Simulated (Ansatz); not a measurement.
Born–Oppenheimer molecular dynamics of BClFH3 (6 atoms, charge 0, multiplicity 1). It starts at the highest image of a converged band, a first-order saddle point between two minima.

Theory: RKS r2SCAN/6-31G* in Ansatz.

```json
{
  "ensemble": "NVE (velocity Verlet)",
  "time step": "0.5 fs",
  "steps asked": "200",
  "starting velocities drawn for": "100 K",
  "seed": "5562"
}
```

First frame:

```xyz
6
Properties=species:S:1:pos:R:3
B 0.011 -0.179 0.031
F 0.005 0.143 1.538
H 1.056 0.102 -0.461
H -1.054 0.033 -0.454
Cl 0.076 -2.157 0.539
H 0.043 -1.057 1.618
```

Problem. How far do the bonds stretch over the last three quarters of this one trajectory? (Pairs bonded in most of those frames.)

Solution. 
```tsv
bond	mean (Å)	spread (Å)	shortest	longest
B1–F2	1.332	0.026	1.29	1.39
B1–H3	1.201	0.011	1.18	1.22
B1–H4	1.200	0.011	1.18	1.22
Cl5–H6	1.289	0.009	1.28	1.31
```

Mean temperature of the second half: 1464 K. The conserved energy stayed within 0.025 meV per atom of its start (net change 0.00017 meV per atom), so the integration is sound. The system heated up, since it started high on the potential surface and ran downhill. A run of 0.1 ps of so small a system gives no equilibrium averages. The orbitals stay closed-shell, which can raise the energy where a bond breaks towards radicals; this wasn't checked here.

The run took 5.8 min on 1 thread of Arm Neoverse V2, with other jobs on the host, peak memory 0.1 GiB.
